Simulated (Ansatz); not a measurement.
Results of PBE-D3(BJ) (PAW; Ansatz, a quantum-chemistry and plane-wave program) for rock-salt TiN.

Run with plane-wave cutoff 520 eV, 16×16×16 k mesh, Fermi–Dirac smearing 0.1 eV, perturbation theory, no spin polarisation, scalar-relativistic PAW data made under PBE.

Computed at the level's own relaxed cell.

```
CELL_PARAMETERS angstrom
      0.00000     2.10286     2.10286
      2.10286     0.00000     2.10286
      2.10286     2.10286     0.00000
ATOMIC_POSITIONS crystal
  Ti 0.00000 0.00000 0.00000
  N  0.50000 0.50000 0.50000
```

Harmonic phonon frequencies (cm⁻¹; i marks an imaginary mode):

| q point | frequencies |
|---|---|
| Γ | 0 0 0 536 536 536 |
| X | [?] |
| U | [?] |
| L | 201 201 285 552 552 612 |
| W | [?] |

Question: What belongs in the gaps?

Answer: 
- X, frequencies: 263 263 310 549 549 571
- U, frequencies: 242 285 300 553 565 573
- W, frequencies: 210 292 292 550 550 556

No imaginary mode appears at these points.

Note: the dispersion coefficients are held fixed in the derivatives.
